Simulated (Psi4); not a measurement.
Psi4 input (wB97X-D/6-31G*):

```
memory 1500 MB

molecule {
0 2
C    -0.00973717    0.14109779   -1.26067338
Si    0.00458397   -0.06712142    0.56953855
H    -0.92502358    0.27576638   -1.82585964
H     0.89715728    0.17658197   -1.85330504
H    -0.01250272    1.24978383    1.26161923
H    -1.19315147   -0.82096845    1.01280927
H     1.22776798   -0.78805063    0.99523664
symmetry c1
no_reorient
no_com
}

set {
  basis 6-31G*
  reference uks
  scf_type pk
  dft_radial_points 99
  dft_spherical_points 590
  e_convergence 1e-8
  d_convergence 1e-7
  maxiter 150
}

e = energy('wb97x-d')
print_out(f'\nFINAL {e:.10f} DIPOLE {variable("CURRENT DIPOLE")[0]:.6f} {variable("CURRENT DIPOLE")[1]:.6f} {variable("CURRENT DIPOLE")[2]:.6f}\n')
```

**Question.** Predict the final energy.

**Answer.** -330.49865 Eh.
